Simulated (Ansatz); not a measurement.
Compare A (`CCCC(C)(C)C`) with its isomer B (`CC(C)C(C)(C)C`).

Gas-phase electronic energies from Ansatz, PBE0-D4/def2-TZVP geometries. CCSD(T)/CBS adds triple-zeta CCSD(T) − MP2 to the extrapolated MP2 energy (def2 sets, frozen cores). Functionals use def2-TZVPP. B3LYP here is the variant with VWN-RPA as its local correlation; programs differ in this. One conformer a species, not always the lowest.

(1) Which isomer does CCSD(T)/CBS put lower? Give the gap. (Estimate.)

(2) Give E(B) − E(A) in kcal/mol with CCSD(T)/def2-SVP, HF/def2-TZVPP, ωB97M-V, CCSD/def2-TZVPP, r2SCAN-D4, LDA (SPW92), B3LYP-D4. (Estimate.)

Largest T1 diagnostic: 0.009.

Answers

(1) Computed: A, by 0.6 kcal/mol.

(2) Ansatz gave: CCSD(T)/def2-SVP 0.8, HF/def2-TZVPP 3.6, ωB97M-V 0.7, CCSD/def2-TZVPP 1.0, r2SCAN-D4 0.9, LDA (SPW92) -0.1, B3LYP-D4 1.1. The order is the other way round with LDA (SPW92).

The D4 term adds −1.6 kcal/mol with B3LYP and −0.9 kcal/mol with PBE0; it sums over pairs of atoms, weighted by their polarisabilities, and B3LYP, whose exchange is more repulsive, gets the larger term. In def2-TZVPP, CCSD(T) changes the Hartree–Fock value by −3.1 kcal/mol (the triples alone add −0.5 kcal/mol) and MP2 by −3.5 kcal/mol.
